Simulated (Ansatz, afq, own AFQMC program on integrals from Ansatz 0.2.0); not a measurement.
# Atomization energy of Si₅H₁₀, singlet

```xyz
15

Si   -1.1005    1.4629    0.7108
Si   -0.0509   -0.2412    1.9509
Si    1.6910   -0.8656    0.4957
Si    0.6121   -0.9790   -1.5991
Si   -1.1370    0.6161   -1.4945
H    -0.2241    2.6778    0.7477
H    -2.4596    1.8327    1.2146
H     0.4153    0.1983    3.3025
H    -0.9958   -1.3933    2.1093
H     2.3778   -2.1398    0.8729
H     2.7009    0.2411    0.4661
H     0.0208   -2.3438   -1.7753
H     1.5469   -0.7146   -2.7371
H    -0.9495    1.7059   -2.5029
H    -2.4473   -0.0576   -1.7617
```

Atoms in their ground-state spins without spin–orbit coupling (mostly on UHF) minus the molecule (RHF), without zero-point energy. The geometry is a stationary point, not shown to be a minimum.

Basis def2-SVP. Noble-gas cores (and the filled d shells of Ga–Kr and In–Xe) are frozen. AFQMC by an in-house program on the Cholesky factors that Ansatz 0.2.0 writes for its CCSD(T) run. The CISD trial takes its coefficients from CCSD amplitudes. Released means that phaseless walkers are propagated on without the constraint, phases kept. Error bars are statistical, one sigma. The errors of all members are added in quadrature.

No full CI on the walks' own integrals is used here. The released AFQMC energy serves as the reference, which it does only where one determinant dominates, the energy is flat over the last release times and near the phaseless one (40 meV or 2 meV an electron, half that with transition metals). On small molecules, where full CI could be run and the noise was under 10 meV, such values lay within 10 meV of it in 19 cases of 20, a flattering rate, since the rule was set on those same cases; what remains of the bias isn't in the error bar. Each member takes its own surest rung, up to full CI.

The best estimate is CCSD(T) at the basis-set limit (CBS: def2-TZVPP and def2-QZVPP, with their diffuse functions for anions and beside diffuse sets, MP2 extrapolated, CCSD(T) minus MP2 from TZVPP) plus the step from CCSD(T) to AFQMC with the constraint released in def2-SVP. Rows without CBS are in def2-SVP, the functionals in def2-TZVP; B2PLYP and the wave-function rows carry a basis error of their own. Core correlation and relativity beyond core potentials are missing, and ± holds the sampling alone.

Cautions: Si₅H₁₀ (singlet): the released value is read at 0.90 1/Eh with a noise of 14 meV, more than in the cases checked (meV from the phaseless value at times in 1/Eh: 3 ± 8 at 0.21, -12 ± 8 at 0.42, -25 ± 12 at 0.63, -25 ± 14 at 0.90); other spins of the molecule weren't checked.

| level | atomization energy (eV) |
| --- | --- |
| HF | 34.442 |
| B2PLYP | 44.574 |
| MP2 | 42.011 |

Question: From these cheaper values, estimate the atomization energy at the level of the best estimate.

Answer: 45.971 ± 0.014 eV (best estimate, highest rung released AFQMC).

| level | atomization energy (eV) | error against the best estimate (eV) |
| --- | --- | --- |
| CCSD | 42.198 | -3.773 ± 0.014 |
| CCSD(T) | 42.596 | -3.375 ± 0.014 |
| ph-AFQMC/CISD | 42.624 ± 0.009 | -3.348 ± 0.017 |
| released AFQMC | 42.641 ± 0.014 | -3.330 |
| HF/CBS | 34.930 | -11.041 ± 0.014 |
| MP2/CBS | 45.309 | -0.663 ± 0.014 |
| CCSD(T)/CBS | 45.929 | -0.042 ± 0.014 |
| PBE | 44.886 | -1.086 ± 0.014 |
| r2SCAN | 45.808 | -0.164 ± 0.014 |
| PBE0 | 45.041 | -0.931 ± 0.014 |
| B3LYP | 44.854 | -1.117 ± 0.014 |
| wB97M-V | 45.644 | -0.328 ± 0.014 |

Correlation beyond CCSD(T) adds 0.042 ± 0.014 eV. Going to the basis-set limit adds 3.333 eV at CCSD(T). The perturbative (T) step is worth +0.398 eV. The functionals spread over 1.233 eV; r2SCAN comes nearest and B2PLYP is 1.397 eV too low.

Best estimates are given only where the step beyond CCSD(T) is under 0.3 eV and no member's determinant is very poor (T1 over 0.05, or 0.07 for open shells, ⟨S²⟩ too high by 0.3, two states mixed), so the hardest cases are missing from such tables.

The functionals ran in a triple-zeta set and keep a basis error of their own, a few kJ/mol for each bond in atomization energies and more for double hybrids, so close places among them and the extrapolated levels can swap.

Each member of a difference takes its own highest rung, so a best estimate needn't equal the limit plus the step of one row. Released energies are given only where the last usable release times agree within the noise; a slower fall can still hide under it.
